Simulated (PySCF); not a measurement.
**Adding and removing an electron: PF**

LDA; PySCF, no relativity, basis sets P def2-TZVPPD, F def2-TZVPPD. Neutral (UKS): triplet (π ↑↑), Re = 1.596 Å, ωe = 845 cm⁻¹, De = 6.00 eV, HOMO -5.61 eV, LUMO -4.01 eV.

PF⁻ (UKS): doublet (π ↑), Re = 1.697 Å, ωe = 648 cm⁻¹, De = 2.55 eV to P + F⁻. The energies at the minima are -439.31856 hartree for PF and -439.34377 for PF⁻.

(1) Work out the adiabatic electron affinity, without and with harmonic zero-point energies (1 hartree = 27.2114 eV, 1 eV = 8065.5 cm⁻¹), and the change of the bond length.

For an ion De counts to the pair picked by the measured ionisation energies or electron affinities, which need not be the lowest pair at this level. The highest Kohn–Sham level is positive in this anion. Much of that is self-interaction error, but it also means that the finite basis helps to hold the extra electron. States were picked by a PBE0 search and need not be the measured ground states.

## Answers

(1) At LDA: 0.02521 hartree = 0.686 eV between the minima; the zero-point term (845.0 − 648.0)/2 cm⁻¹ = +0.012 eV makes it 0.698 eV. Re changes by +10.1 pm against the neutral. The electron enters a π orbital, and the longer bond of the ion fits an antibonding orbital, or a change in how ionic the bond is.
